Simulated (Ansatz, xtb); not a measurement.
# Two isomers of CH2B2

We compare X, `B=C=B`, a singlet, with Y, `B1=CB1`, a singlet. Both are isolated molecules in the gas phase, relaxed with PBE0-D3(BJ)/def2-SVP, each in the lowest conformer that the search found.

Quicker runs give these differences E(Y) − E(X): GFN2-xTB +32.0 kcal/mol; HF/STO-3G +24.6 kcal/mol (at GFN2-xTB geometries); r2SCAN-D4/def2-SVP +24.3 kcal/mol (at GFN2-xTB geometries).

Task: Estimate E(Y) − E(X) at the level CCSD(T)/def2-TZVPP.

Result: Calculated at CCSD(T)/def2-TZVPP: E(Y) − E(X) = +20.0 kcal/mol, so structure X lies lower.

The same difference at several levels:

```json
{"level": "GFN2-xTB", "geometry": "GFN2-xTB", "E(Y) − E(X) (kcal/mol)": "+32.0", "departure from the last row (kcal/mol)": "+12.0", "job, with rough time for the two": "optimisation, 0.37 s"}
{"level": "HF/STO-3G", "geometry": "GFN2-xTB", "E(Y) − E(X) (kcal/mol)": "+24.6", "departure from the last row (kcal/mol)": "+4.6", "job, with rough time for the two": "single point, 0.79 s"}
{"level": "r2SCAN-D4/def2-SVP", "geometry": "GFN2-xTB", "E(Y) − E(X) (kcal/mol)": "+24.3", "departure from the last row (kcal/mol)": "+4.3", "job, with rough time for the two": "single point, 3.7 s"}
{"level": "PBE0-D3(BJ)/def2-SVP", "geometry": "PBE0-D3(BJ)/def2-SVP", "E(Y) − E(X) (kcal/mol)": "+20.6", "departure from the last row (kcal/mol)": "+0.6", "job, with rough time for the two": "optimisation, 22 s"}
{"level": "HF/def2-TZVPP", "geometry": "PBE0-D3(BJ)/def2-SVP", "E(Y) − E(X) (kcal/mol)": "+30.7", "departure from the last row (kcal/mol)": "+10.6", "job, with rough time for the two": "part of the CCSD(T) run"}
{"level": "MP2/def2-TZVPP", "geometry": "PBE0-D3(BJ)/def2-SVP", "E(Y) − E(X) (kcal/mol)": "+21.7", "departure from the last row (kcal/mol)": "+1.7", "job, with rough time for the two": "part of the CCSD(T) run"}
{"level": "CCSD(T)/def2-TZVPP", "geometry": "PBE0-D3(BJ)/def2-SVP", "E(Y) − E(X) (kcal/mol)": "+20.0", "departure from the last row (kcal/mol)": "", "job, with rough time for the two": "single point, 34 s"}
```

As drawn, Y has 1 C–B, 1 B–B, 1 C–H in place of 1 C=B, 1 B–H. Structure X has no ring, Y a 3-membered ring.

The levels shown agree on the order. The largest departure from CCSD(T)/def2-TZVPP is that of GFN2-xTB, 12.0 kcal/mol.

With harmonic frequencies from PBE0-D3(BJ)/def2-SVP (ideal gas, rigid rotor, one conformer each, 298.15 K, 1 atm): on the last row, ΔE + ΔZPE = +20.8, ΔH = +20.4, ΔG = +19.5 kcal/mol.

The correlated steps freeze 3 core orbitals. Run with Ansatz 0.2.0, xtb 6.7.1; the last row on 1 thread of AMD EPYC (Zen 3) on a shared host.
